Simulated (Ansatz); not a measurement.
Results of rVV10 (plane waves, PAW; Ansatz, a program for electronic structure) for 1T (CdI2-type) TiTe₂.

The input as run:

Ansatz 0.2 input:
```yaml
crystal:
  lattice:
    - [3.8260148118, 0.0, 0.0]
    - [-1.9130074059, 3.3134260223, 0.0]
    - [0.0, 0.0, 6.6208112145]
  atoms:
    - { symbol: Ti, position: [0.0, 0.0, 0.0] }
    - { symbol: Te, position: [0.3333333333, 0.6666666667, 0.2600079723] }
    - { symbol: Te, position: [0.6666666667, 0.3333333333, 0.7399920277] }
basis:
  ecutwfc: 520
  ecutrho_ratio: 4
  xc_grid: 2
kpoints:
  mp_grid: { grid: [18, 18, 10] }
hamiltonian:
  xc: { exchange: rpw86, correlation: pbe }
  dispersion: rvv10
  pseudopotentials: { kind: paw }
scf:
  occupations: { method: fermi_dirac, width: 0.05 }
  convergence: { dr2_threshold: 0.0000000003 }
output:
  forces: true
  stress: true
  eigenvalues: true
```

From the output:

```
Crystal: 3 atoms, lattice volume = 83.933 Å³
Basis set: ecut = 520 eV, 2251 PW (Γ), exchange–correlation on 60×60×100 points (8 copies of the dense FFT grid, shifted against one another)
Bands: 27, of which v1, the nominal top of the filled ones, is band 22 counted from 1 (21 counted from 0)
Symmetry: 12 space group operations
Space group: P-3m1 (ITA 164), of the structure as read, at distance tolerance 4.4e-5 Å
k-points: 330 of 3240
Functional: x = rpw86, c = pbe(β = 0.06672455060314922) + rvv10(b = 6.3, C = 0.0093)
SCF iter   1: F=—  HF=-16573.831871 eV  |F-HF|=—  |Δ(HF+E_count)|=         —  Δρ=2.39e-3  dr2=6.21e-3
SCF iter   2: F=—  HF=-16573.830485 eV  |F-HF|=—  |Δ(HF+E_count)|=   1.39e-3  Δρ=1.26e-3  dr2=6.13e-3
  ...
SCF iter   8: F=—  HF=-16573.829645 eV  |F-HF|=—  |Δ(HF+E_count)|=   1.00e-9  Δρ=8.50e-7  dr2=7.91e-10
SCF iter   9: F=-16573.829645 eV  HF=-16573.829645 eV  |F-HF|=1.09e-11  |Δ(HF+E_count)|=  5.68e-10  Δρ=2.79e-7  dr2=7.23e-11
SCF 1 converged in 9 iterations: F = -16573.829645 eV  dr2 = 7.23e-11
SCF converged after 9 iterations
Free energy (F): -16573.829645 eV
Internal energy: -16573.816764 eV  (E = F + TS)
E sigma→0 (E₀):  -16573.823204 eV
Fermi energy:    9.705963 eV
--- Forces (eV/Å), atoms counted from 1 ---
  atom   1  Ti     0.00000000     0.00000000     0.00000000
  atom   2  Te    -0.00000000    -0.00000000     0.00097292
  atom   3  Te    -0.00000000    -0.00000000    -0.00097292
--- Stress (GPa, compression-positive) ---
        0.000177       0.000000       0.000000
        0.000000       0.000177       0.000000
       -0.000000       0.000000       0.014981
  P = ⅓ Tr σ = 0.0051 GPa (0.051 kbar)
```

The PAW data were made under PBE.
